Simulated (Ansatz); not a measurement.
A made-up structure of B2H3, doublet:

```xyz
5
angstrom
B -0.1505 -0.8486 0.3899
B 0.0974 0.5527 -0.2543
H -0.3369 -1.9089 0.8780
H -0.5690 -0.9607 1.4552
H 0.9442 1.2838 0.1775
```

It is relaxed with PBE-D4/def2-SVP and then PBE0-D4/def2-TZVP (Ansatz 0.2.0). Atoms count as bonded within 1.22 times the sum of their covalent radii (H–H: 0.88 Å). The end point is not checked to be a true minimum.

(1) Does its bonding change? (A judgement: the text doesn't fix the answer.)

Results:

(1) Computed: No: no bond forms or breaks.

Where it ends: The first stage lowers the energy by 2.20 eV in 10 steps. It ends as B₂H₃ ([BH][BH2]):
```
atom    x (Å)    y (Å)    z (Å)
  B1  -0.2623  -0.8763   0.7789
  B2   0.3957   0.3906   0.1450
  H3  -0.1600  -1.9495   0.2535
  H4  -0.8815  -0.7965   1.8029
  H5   0.8933   1.3499  -0.3340
```

Labels in which every atom is bracketed show which atoms are joined, not bond orders.

For scale, one of the runs: PBE0-D4/def2-TZVP relaxation, 80 basis functions, launched by `ansatz run in.yaml --threads 2 --pin off --events-out ev --progress --plain --max-ram 4352MiB`. Hardware: 2 CPU threads of an AMD EPYC 9R45, shared host. Wall time about 1.9 s.
